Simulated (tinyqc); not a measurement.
Inside a calculation. Method: Born-Oppenheimer dynamics on the RHF/sto-6g surface (energies and gradients from PySCF), for H2O, spin multiplicity 1. Computed by tinyqc, a small Python program that keeps every step (integrals from PySCF). Settings: charge = 0, multiplicity = 1, basis = sto-6g, time step (fs) = 2.0, steps = 24. Command: `OMP_NUM_THREADS=1 python tinyqc.py 27840 27841 out.jsonl` (the two numbers bound the seeds that draw the settings). One thread of a shared host (Intel(R) Xeon(R) Processor @ 2.60GHz), about 4 s of CPU time with the checks.

positions (bohr):
```
           x          y         z
1O  0.026456  -0.032125  0.005669
2H  0.024566   1.430523  1.122497
3H  0.122832  -1.515560  1.082813
```

The total energy should stay constant up to terms of order dt^2; the step counts as short enough if it moves by less than 2 % of the largest kinetic energy.

Trajectory:
```
time (fs)  1O-2H (angstrom)  potential (hartree)  kinetic (hartree)  total (hartree)
0.000000           0.973837         -75.67910045         0.00107616     -75.67802429
2.000000           0.993389         -75.68026467         0.00202199     -75.67824267
4.000000           0.995111         -75.68097085         0.00258883     -75.67838201
6.000000           0.980316         -75.67956056         0.00148701     -75.67807354
8.000000           0.987455         -75.67946446         0.00127823     -75.67818623
10.000000          0.999247         -75.68050721         0.00227104     -75.67823617
12.000000          0.985342         -75.68087671         0.00245372     -75.67842299
14.000000          0.972196         -75.67917844         0.00118095     -75.67799749
16.000000          0.987656         -75.67960903         0.00143179     -75.67817724
18.000000          0.996162         -75.68081660         0.00250450     -75.67831210
20.000000          0.982797         -75.68050311         0.00220982     -75.67829329
22.000000          0.983616         -75.67921011         0.00112361     -75.67808650
24.000000          0.999325         -75.67986275         0.00171413     -75.67814861
26.000000          0.990995         -75.68116463         0.00272244     -75.67844220
28.000000          0.972847         -75.67986552         0.00175310     -75.67811242
30.000000          0.983847         -75.67919257         0.00106951     -75.67812306
32.000000          0.995342         -75.68017721         0.00198321     -75.67819401
34.000000          0.983689         -75.68112303         0.00270522     -75.67841781
36.000000          0.981898         -75.67965455         0.00152649     -75.67812805
38.000000          0.998865         -75.67924320         0.00118522     -75.67805798
40.000000          0.993912         -75.68082382         0.00246490     -75.67835892
42.000000          0.975133         -75.68068465         0.00241678     -75.67826788
44.000000          0.982888         -75.67932987         0.00119679     -75.67813308
46.000000          0.993246         -75.67941909         0.00133954     -75.67807955
48.000000          0.982743         -75.68105961         0.00266126     -75.67839836
```

Is the time step short enough?

No. The total energy moves within 4.4e-04 hartree; that is over 2 % of the largest kinetic energy, so the time step is too long.
